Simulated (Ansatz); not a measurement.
Born–Oppenheimer molecular dynamics of CH2S2 (5 atoms, charge 0, multiplicity 1). It starts from a relaxed structure.

All numbers below come from RKS PBE/STO-3G (Ansatz 0.2.0).

- ensemble: NVT, Langevin thermostat
- time step: 0.5 fs
- steps asked: 150
- set temperature: 500 K
- friction: 0.5 /fs
- seed: 951303

First frame:

```xyz
5
Properties=species:S:1:pos:R:3
S -1.506 0.367 0.816
C -0.384 -0.414 -0.058
S 1.276 0.092 -0.471
H -0.548 -1.415 -0.521
H 1.211 1.295 0.193
```

(1) How far do the bonds stretch over the last three quarters of this one trajectory? (Pairs bonded in most of those frames.)

Results:

(1) 
```tsv
bond	mean (Å)	spread (Å)	shortest	longest
S1–C2	1.647	0.020	1.61	1.68
C2–S3	1.810	0.032	1.74	1.86
C2–H4	1.129	0.041	1.06	1.24
S3–H5	1.370	0.034	1.29	1.42
```

Mean temperature of the second half: 480 K. A run of 0.075 ps of so small a system gives no equilibrium averages. The friction is so strong that the motion is overdamped, so the time scale means little. Limits of this set-up: minimal basis.

The run took 63 s on 1 CPU thread of a shared host.
